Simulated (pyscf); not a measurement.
**Hydrogen abstraction: H₃Si–PH–SiH₃ + H atom (H•) → •H₂Si–PH–SiH₃ + hydrogen (H₂)**

Gas phase, doublet surface, charge 0. Bonds broken: Si1–H4. Bonds formed: H4–H11. Structures and frequencies: ωB97X-D3(BJ)/def2-SVP in PySCF.

Transition state (Å):

```xyz
11

Si    -1.8413     1.0624     0.4722
P      0.0261    -0.0730     0.9879
Si     0.2422    -1.0487    -1.0288
H     -2.1194     2.1010     1.6157
H     -2.9747     0.0949     0.4195
H     -1.7591     1.7975    -0.8248
H      0.9118     1.0075     0.7094
H      1.5540    -1.7529    -1.0936
H      0.1518    -0.0730    -2.1540
H     -0.8615    -2.0424    -1.1595
H     -2.3440     2.9275     2.5322
```

One imaginary mode, 925i cm⁻¹; descent along it reached the two sides named.

| bond | change | reactant side (Å) | saddle | product side |
|---|---|---|---|---|
| Si1–H4 | breaks | 1.490 | 1.570 | 3.2 |
| H4–H11 | forms | 3.4 | 1.254 | 0.760 |

Electronic energies relative to the separated reactants (eV):

| level | barrier | reaction energy | reverse barrier |
|---|---|---|---|
| ωB97X-D3(BJ)/def2-TZVP | 0.19 | -0.62 | 0.81 |
| PBE/def2-TZVP | -0.01 | -0.76 | 0.74 |
| r²SCAN/def2-TZVP | -0.06 | -0.81 | 0.75 |
| B3LYP-D3(BJ)/def2-TZVP | -0.01 | -0.80 | 0.79 |
| PBE0-D3(BJ)/def2-TZVP | 0.06 | -0.68 | 0.73 |
| M06-2X/def2-TZVP | 0.21 | -0.75 | 0.95 |
| ωB97M-D3(BJ)/def2-TZVP | 0.19 | -0.62 | 0.80 |
| HF/def2-TZVP | 0.52 | -0.40 | 0.92 |

With ωB97M-D3(BJ)/def2-TZVP energies and thermal terms (ideal gas, 1 atm, RRHO with modes under 100 cm⁻¹ raised to 100, one conformer, R ln 2 for chiral ones without a mode under 150 cm⁻¹), in eV:

```json
[
 {"T (K)": "298", "ΔH‡": "0.12", "ΔG‡": "0.40", "ΔH": "-0.58", "ΔG": "-0.64"},
 {"T (K)": "600", "ΔH‡": "0.11", "ΔG‡": "0.68", "ΔH": "-0.58", "ΔG": "-0.70"},
 {"T (K)": "900", "ΔH‡": "0.11", "ΔG‡": "0.97", "ΔH": "-0.60", "ΔG": "-0.76"},
 {"T (K)": "1200", "ΔH‡": "0.10", "ΔG‡": "1.26", "ΔH": "-0.63", "ΔG": "-0.81"}
]
```

At PBE, r²SCAN, B3LYP-D3(BJ) this geometry lies under the reactants; that is no barrier but a single point on another level's saddle; such a level's own saddle, if it has one, lies nearer that side and is low. •H₂Si–PH–SiH₃ lies 0.36 eV over its isomer H₃Si–P•–SiH₃ (electronic energy, ωB97M-D3(BJ)/def2-TZVP). One saddle was located; it need not be the lowest between these sides. The angle at the transferred H is 180°.
